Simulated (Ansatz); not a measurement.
# HAl–CH, quartet in 6-31G: errors against full CI

Geometry: a point of a stretch scan, not a stationary point.

```yaml
atoms:
  - { symbol: Al, position_ang: [0.0000, -0.0807, 0.7560] }
  - { symbol: C, position_ang: [0.0000, 0.0236, -1.6147] }
  - { symbol: H, position_ang: [0.0000, 1.3154, 1.5631] }
  - { symbol: H, position_ang: [0.0000, 0.5625, -2.5604] }
```

Basis 6-31G; Ansatz 0.2.0. Correlated methods freeze the noble-gas cores, which leaves 9 electrons in 20 orbitals. R marks a restricted (for open shells ROHF) determinant, U an unrestricted one. Active spaces: valence = (9e, 10o) chosen from the atoms' valence shells; pair = (5e, 5o) about the gap.

Full CI is exact within this basis and frozen core; it isn't the basis-set limit. The frozen core follows each run's orbitals, which can shift R against U totals by a few meV.

For open shells CISD is restricted-active-space CI with the open shells as a complete middle space.

```
UHF ⟨S²⟩                          : 3.807
T1 diagnostic (RCCSD)             : 0.0349
largest doubles amplitude (RCCSD) : 0.042
T1 diagnostic (UCCSD)             : 0.0289
```

```csv
level,E − E(full CI) (kJ/mol),share of correlation (%),wall time
RHF,295.5,0.00,–
UHF,272.5,7.78,–
RMP2,80.8,72.66,–
UMP2,77.5,73.79,–
CISD,22.5,92.38,0.67 s
RCCSD,9.5,96.80,–
UCCSD,8.7,97.05,–
RCCSD(T),2.9,99.01,0.57 s
UCCSD(T),3.0,99.00,0.57 s
BCCD(T),3.2,98.93,0.69 s
RCCSDT,0.5,99.82,–
UCCSDT,0.4,99.85,–
RCCSDT(Q),0.1,99.98,2.8 s
UCCSDT(Q),-0.1,100.03,2.5 s
RCCSDTQ,0.0,100.00,23 s (H100)
UCCSDTQ,-0.1,100.03,18 s (H100)
CASSCF (pair space),242.2,18.05,–
NEVPT2 (pair space),69.6,76.46,0.33 s
MRCISD (pair space),18.1,93.87,–
MRCISD+Q (pair space),2.4,99.19,0.64 s
CASSCF (valence space),98.8,66.58,–
NEVPT2 (valence space),28.3,90.41,2.6 s
MRCISD (valence space),5.1,98.27,–
MRCISD+Q (valence space),2.9,99.03,8.5 s (H100)
```

The correlation energy at full CI, counted from RHF, is -3.063 eV. That run took 18 s on 2 threads of AMD EPYC 7R13 with a shared H100 80 GB, shared host over 22,150,304 determinants.

Times hold each run's SCF and search for its determinant on a shared host, so for small cases they say little of a method's own cost; rows without a card ran on 1 thread of AMD EPYC 7R13.

The full-CI state has the irrep A'' of Cs, in the program's axes.

Natural occupations of full CI about the gap: 1.969 1.960 1.932 0.997 0.990 0.984 0.052 0.029 0.028 0.025; effectively unpaired electrons, Σ n²(2−n)², 3.05.
